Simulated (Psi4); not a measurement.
# A workflow on P2H2 (phosphanylidenephosphane)

Wanted: a structure relaxation (B3LYP-D4/cc-pVTZ), then the harmonic vibrations, then a single-point energy (CCSD(T)/def2-TZVP) of P2H2 (phosphanylidenephosphane). 

Program for the calculation: Psi4 1.11.

## 1. Starting point

P2H2 has 4 atoms, charge 0, and is taken as a singlet. SMILES: `[H]/P=P/[H]`. The coordinates come from a GFN2-xTB relaxation. The run starts from this shape.

Bond lengths: P1–P2 2.016 Å, P1–H3 1.403 Å, P2–H4 1.403 Å. Angles: P1–P2–H4 94.8°, P2–P1–H3 94.8°.

## 2. A geometry optimisation at B3LYP-D4/cc-pVTZ (density fitting) (run 1)

Contents of calc.dat:

```
memory 1600 MB

molecule mol {
  P     -0.024370    -1.003630     0.088350
  P      0.024420     1.003540    -0.088260
  H      1.037260    -1.067570     1.003320
  H     -1.037310     1.067660    -1.003410
  units angstrom
}

set {
  geom_maxiter 60
}

e, wfn = opt("b3lyp-d4/cc-pVTZ", return_wfn=True)
print_variables()
```

Launch:

```
$ psi4 -i calc.dat -o calc.out -n 1
```

calc.out:

```text
[...]
  Running in c1 symmetry.
[...]
  Nuclear repulsion =   76.759456495580409
[...]
  Multiplicity = 1
[...]
  Nalpha       = 16
  Nbeta        = 16
[...]
    Number of basis functions: 96
[...]
   @DF-RKS iter   1:  -683.88311103769342   -2.17712e-01   4.08561e-03 ADIIS/DIIS
[...]
   @DF-RKS iter   5:  -683.95335833059744   -6.25278e-12   9.66816e-09 DIIS
[...]
    Orbital Energies [Eh]
    ---------------------
    Doubly Occupied:
       1A    -77.107693     2A    -77.107686     3A     -6.570484
       4A     -6.570279     5A     -4.733223     6A     -4.733135
       7A     -4.731275     8A     -4.730930     9A     -4.728527
      10A     -4.727996    11A     -0.690510    12A     -0.545937
      13A     -0.365326    14A     -0.358632    15A     -0.277586
      16A     -0.265720
[...]
  @DF-RKS Final Energy:  -683.95335833059744
   => Energetics <=
    Nuclear Repulsion Energy =             75.9303471085167985
    One-Electron Energy =               -1096.2020521888439362
    Two-Electron Energy =                 374.3430411606760231
    DFT Exchange-Correlation Energy =     -38.0200569058153590
    Empirical Dispersion Energy =          -0.0046375051309019
    VV10 Nonlocal Energy =                  0.0000000000000000
    Total Energy =                       -683.9533583305974389
[...]
 Multipole Moments:
 ------------------------------------------------------------------------------------
     Multipole            Electronic (a.u.)      Nuclear  (a.u.)        Total (a.u.)
 ------------------------------------------------------------------------------------
 L = 1.  Multiply by 2.5417464519 to convert [e a0] to [Debye]
 Dipole X            :          0.0016549           -0.0016516            0.0000033
 Dipole Y            :         -0.0002164            0.0002089           -0.0000075
 Dipole Z            :         -0.0019354            0.0019315           -0.0000039
 Magnitude           :                                                    0.0000091
[...]
  -Total Gradient:
     Atom            X                  Y                   Z
    ------   -----------------  -----------------  -----------------
       1        0.000029364041     0.000037320786    -0.000054642452
       2        0.000044707099    -0.000046694749    -0.000032379155
       3       -0.000024519726     0.000006619559     0.000054040663
       4       -0.000049585311     0.000002758770     0.000033020605
[...]
    Final optimized geometry and variables:
    Molecular point group: c1
    Full point group: C1
    Geometry (in Angstrom), charge = 0, multiplicity = 1:
    P           -0.030908733929    -1.013790462557     0.083787097886
    P            0.030964283435     1.013783434836    -0.083852060986
    H            1.049456376440    -1.074837964978     1.016301495177
    H           -1.051163594592     1.075053949827    -1.014304966481
  Variable Map:
  ----------------------------------------------------------------------------
  "B3LYP-D4(BJ,EEQ)ATM DISPERSION CORRECTION ENERGY" =>      -0.004637505131
  "CURRENT ENERGY"                                   =>    -683.953358330597
  "CURRENT REFERENCE ENERGY"                         =>    -683.953358330597
  "DD SOLVATION ENERGY"                              =>       0.000000000000
[...]
```

Standard output:

```text
Optimizer: Optimization complete!
```

It took 17 s on 1 thread of Intel Xeon 6975P-C (Granite Rapids), shared host; peak memory 0.61 GiB.

Steps, from the record of the run:

```csv
step,energy from the first frame kept (eV),largest force (eV/Å)
0,0.0000,0.7197
1,-0.0176,0.1322
2,-0.0180,0.0291
3,-0.0180,0.0037
```

After the run. Bond lengths: P1–P2 2.035 Å, P1–H3 1.428 Å, P2–H4 1.428 Å. Angles: P1–P2–H4 94.2°, P2–P1–H3 94.2°.

## 3. The harmonic vibrations at B3LYP-D4/cc-pVTZ (density fitting) (run 2)

Contents of h2p2.sdf:

```

     RDKit          3D

  4  3  0  0  0  0  0  0  0  0999 V2000
   -0.0309   -1.0138    0.0838 P   0  0  0  0  0  2  0  0  0  0  0  0
    0.0310    1.0137   -0.0838 P   0  0  0  0  0  2  0  0  0  0  0  0
    1.0495   -1.0749    1.0163 H   0  0  0  0  0  0  0  0  0  0  0  0
   -1.0511    1.0750   -1.0143 H   0  0  0  0  0  0  0  0  0  0  0  0
  2  1  1  0
  3  1  1  0
  4  2  1  0
M  RAD  2   1   2   2   2
M  END
$$$$
```

Contents of h2p2.py:

```python
import psi4
from rdkit import Chem

psi4.set_memory('1600 MB')
psi4.set_num_threads(1)
psi4.core.set_output_file('h2p2.out', False)

rd = Chem.SDMolSupplier('h2p2.sdf', removeHs=False, sanitize=False)[0]
xyz = rd.GetConformer().GetPositions()
atoms = '\n'.join(f'{a.GetSymbol()} {x:.4f} {y:.4f} {z:.4f}' for a, (x, y, z) in zip(rd.GetAtoms(), xyz))
molecule = psi4.geometry('0 1\n' + atoms + '\nsymmetry c1')

psi4.set_options(dict(t=298.15, rotational_symmetry_number=2))

result, w = psi4.frequency("b3lyp-d4/cc-pVTZ", molecule=molecule, return_wfn=True)
print(f'b3lyp-d4/cc-pVTZ energy: {result:.10f} Eh')
print('wavenumbers / cm^-1:', w.frequencies().np.round(1))
for k in ('ZPVE', 'ENTHALPY', 'GIBBS FREE ENERGY'):
    print(f'{k}: {psi4.variable(k):.8f} Eh')
```

Launch:

```
$ python h2p2.py
```

h2p2.out, cut to the lines that bear on the results:

```text
[...]
  Running in c1 symmetry.
[...]
  Nuclear repulsion =   75.932525358795402
[...]
  Multiplicity = 1
[...]
  Nalpha       = 16
  Nbeta        = 16
[...]
    Number of basis functions: 96
[...]
   @DF-RKS iter   1:  -683.88627054334245   -2.54678e-01   4.01786e-03 DIIS/ADIIS
[...]
   @DF-RKS iter  10:  -683.95335716121383   -9.09495e-13   3.09236e-09 DIIS
[...]
  @DF-RKS Final Energy:  -683.95335716121383
   => Energetics <=
    Nuclear Repulsion Energy =             75.9210749861164089
    One-Electron Energy =               -1096.1830697233740466
    Two-Electron Energy =                 374.3328204537573356
    DFT Exchange-Correlation Energy =     -38.0195453551383977
    Empirical Dispersion Energy =          -0.0046375225752371
    VV10 Nonlocal Energy =                  0.0000000000000000
    Total Energy =                       -683.9533571612138303
[...]
 Multipole Moments:
[...]
  -Total Gradient:
     Atom            X                  Y                   Z
    ------   -----------------  -----------------  -----------------
       1       -0.000312798346     0.000088492649    -0.000351428933
       2        0.000381920686    -0.000096989680     0.000264182540
       3        0.000329444410    -0.000024158255     0.000358727582
       4       -0.000398599373     0.000032660365    -0.000271442676
[...]
  ==> Harmonic Vibrational Analysis <==
[...]
  Freq [cm^-1]                 618.1539            685.9945            777.0814
[...]
  IR activ [km/mol]             0.0001              8.3899              0.0027
[...]
  Freq [cm^-1]                 972.6070           2330.7773           2346.6299
[...]
  IR activ [km/mol]             0.0000              0.0004             123.1562
[...]
  Total E_0, Enthalpy at 0 [K]                                                         -683.93574526 [Eh]
[...]
  Total H, Enthalpy at  298.15 [K]                                                     -683.93157338 [Eh]
[...]
  Total G, Gibbs energy at  298.15 [K]                                                 -683.95981853 [Eh]
[...]
```

On the terminal:

```text
Warning: used thermodynamics relations inappropriate for low-frequency modes: ['618.1539']
b3lyp-d4/cc-pVTZ energy: -683.9533583295 Eh
wavenumbers / cm^-1: [ 618.2  686.   777.1  972.6 2330.8 2346.6]
ZPVE: 0.01761307 Eh
ENTHALPY: -683.93157338 Eh
GIBBS FREE ENERGY: -683.95981853 Eh
```

Run time: 89 s. Hardware: 1 thread of Intel Xeon 6975P-C (Granite Rapids), shared host; peak memory 0.65 GiB.

## 4. The energy at CCSD(T)/def2-TZVP (run 3)

Contents of input.inp:

```
memory 1600 MB

molecule m {
  0 1
  P     -0.030885    -1.013833     0.083829
  P      0.030988     1.013741    -0.083810
  H      1.049480    -1.074880     1.016344
  H     -1.051140     1.075012    -1.014263
  units angstrom
  symmetry c1
}

set reference rhf
set scf_type pk
set num_frozen_docc 10

E, wfn = energy('ccsd(t)/def2-TZVP', return_wfn=True)
print_variables()
```

Launch:

```
$ psi4 input.inp input.out -n 1
```

input.out:

```text
[...]
  Running in c1 symmetry.
[...]
  Nuclear repulsion =   75.930342344845272
[...]
  Multiplicity = 1
[...]
  Nalpha       = 16
  Nbeta        = 16
[...]
    Number of basis functions: 86
[...]
   @RHF iter   1:  -682.60298143687521   -4.98961e-01   2.96180e-03 DIIS/ADIIS
[...]
   @RHF iter  10:  -682.63167630182613   -1.26192e-11   3.54926e-09 DIIS
[...]
    Orbital Energies [Eh]
    ---------------------
    Doubly Occupied:
       1A    -79.964292     2A    -79.964289     3A     -7.508212
       4A     -7.507858     5A     -5.400761     6A     -5.400466
       7A     -5.400339     8A     -5.400241     9A     -5.399878
      10A     -5.399343    11A     -0.906487    12A     -0.717172
      13A     -0.490099    14A     -0.482389    15A     -0.367605
      16A     -0.353307
[...]
  @RHF Final Energy:  -682.63167630182613
   => Energetics <=
    Nuclear Repulsion Energy =             75.9303423448452719
    One-Electron Energy =               -1095.7985651763074202
    Two-Electron Energy =                 337.2365465296360867
    Total Energy =                       -682.6316763018260190
[...]
 Multipole Moments:
 ------------------------------------------------------------------------------------
     Multipole            Electronic (a.u.)      Nuclear  (a.u.)        Total (a.u.)
 ------------------------------------------------------------------------------------
 L = 1.  Multiply by 2.5417464519 to convert [e a0] to [Debye]
 Dipole X            :          0.0016550           -0.0016518            0.0000032
 Dipole Y            :         -0.0002102            0.0002099           -0.0000004
 Dipole Z            :         -0.0019360            0.0019319           -0.0000041
 Magnitude           :                                                    0.0000052
[...]
      * MP2 total energy                      = -682.919151313703196
[...]
      * CCSD total energy                     = -682.954144355234007
[...]
      * CCSD(T) total energy                  = -682.972548739165745
[...]
```

It took 15 s on 1 thread of Intel Xeon 6975P-C (Granite Rapids), shared host; peak memory 0.57 GiB.

## 5. Summary of results

```
                                                                          quantity             value
                                  run 1, B3LYP-D4/cc-pVTZ: total energy at the end     -683.95336 Eh
                                            run 1, B3LYP-D4/cc-pVTZ: dipole moment            0.00 D
                                              run 1, B3LYP-D4/cc-pVTZ: HOMO energy          -7.23 eV
                                              run 1, B3LYP-D4/cc-pVTZ: LUMO energy          -3.07 eV
                                            run 1, B3LYP-D4/cc-pVTZ: HOMO–LUMO gap           4.16 eV
                                        run 1, B3LYP-D4/cc-pVTZ: dispersion energy     -12.18 kJ/mol
                               run 2, B3LYP-D4/cc-pVTZ: lowest harmonic wavenumber          618 cm⁻¹
                              run 2, B3LYP-D4/cc-pVTZ: highest harmonic wavenumber         2347 cm⁻¹
                                        run 2, B3LYP-D4/cc-pVTZ: zero-point energy       46.2 kJ/mol
run 2, B3LYP-D4/cc-pVTZ: ideal-gas entropy at 298.15 K (symmetry number 2 as used)  59.4 cal/(mol K)
                                            run 3, CCSD(T)/def2-TZVP: total energy     -682.97255 Eh
                     run 3, CCSD(T)/def2-TZVP: HOMO energy (Hartree–Fock orbitals)          -9.61 eV
                     run 3, CCSD(T)/def2-TZVP: LUMO energy (Hartree–Fock orbitals)           0.27 eV
                   run 3, CCSD(T)/def2-TZVP: HOMO–LUMO gap (Hartree–Fock orbitals)           9.88 eV
            run 3, CCSD(T)/def2-TZVP: correlation energy (10 core orbitals frozen)        -340.9 mEh
                                          run 3, CCSD(T)/def2-TZVP: (T) correction        -18.40 mEh
                                           run 3, CCSD(T)/def2-TZVP: T1 diagnostic             0.016
```

The optimisation (run 1, B3LYP-D4/cc-pVTZ) took 4 steps and changed the energy by -0.018 eV. All 6 modes (run 2, B3LYP-D4/cc-pVTZ) are real, so the shape is a minimum at this level. The triples (run 3, CCSD(T)/def2-TZVP) make up 5.4 % of the correlation energy.
